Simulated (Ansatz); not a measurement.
**SiP⁺, quintet: the ladder up to UCCSDT(Q)**

Geometry: that of the SiP, quartet, kept fixed. The triplet lies 1.7 eV lower here.

```json
{"atom": "Si", "x (Å)": "0.0000", "y (Å)": "0.0000", "z (Å)": "0.0000"}
{"atom": "P", "x (Å)": "0.0000", "y (Å)": "0.0000", "z (Å)": "2.3430"}
```

Basis cc-pVTZ; Ansatz 0.2.0. Only valence electrons are correlated (noble-gas cores frozen), which leaves 8 electrons in 58 orbitals. Prefix R: restricted or restricted open-shell reference; prefix U: unrestricted. Active spaces: valence = (8e, 8o) chosen from the atoms' valence shells.

Full CI isn't at hand for all of this; UCCSDT(Q) serves as the reference, and is uncertain by about the last step of the cluster series. The frozen core follows each run's orbitals, which can shift R against U totals by a few meV.

For open shells CISD is restricted-active-space CI with the open shells as a complete middle space.

The UHF ⟨S²⟩ is 6.024 and the T1 diagnostic (RCCSD) is 0.0261. The largest doubles amplitude (RCCSD) is 0.083 and the T1 diagnostic (UCCSD) is 0.0225.

```
                            level  E − E(UCCSDT(Q)) (mEh)  share of correlation (%)  wall time
                              RHF                  191.42                      0.00          –
                              UHF                  184.98                      3.36          –
                             RMP2                   41.33                     78.41          –
                             UMP2                   42.56                     77.77          –
                             CISD                   17.41                     90.91       16 s
                            RCCSD                   11.05                     94.22          –
                            UCCSD                   10.81                     94.35          –
                         RCCSD(T)                    2.29                     98.80        9 s
                         UCCSD(T)                    2.23                     98.84      9.5 s
                          BCCD(T)                    2.28                     98.81      6.5 s
                           RCCSDT                    0.61                     99.68          –
                           UCCSDT                    0.50                     99.74          –
                        RCCSDT(Q)                    0.12                     99.94       55 s
           CASSCF (valence space)                  153.12                     20.00          –
           NEVPT2 (valence space)                   34.18                     82.14        4 s
           MRCISD (valence space)                   13.64                     92.88          –
         MRCISD+Q (valence space)                    0.83                     99.57        6 s
MRCISD+Q(relaxed) (valence space)                   -0.09                    100.04      7.5 s
```

The correlation energy at UCCSDT(Q), counted from RHF, is -5.209 eV. That run took 53 s on 1 thread of Intel Xeon Platinum 8259CL, shared host.

Times hold each run's SCF and search for its determinant on a shared host, so for small cases they say little of a method's own cost; they ran on 1 thread of Intel Xeon Platinum 8259CL.

Natural occupations of CASSCF (valence space) about the gap: 1.985 1.940 1.007 1.001 0.999 0.989 0.043 0.035; effectively unpaired electrons, Σ n²(2−n)², 4.03.
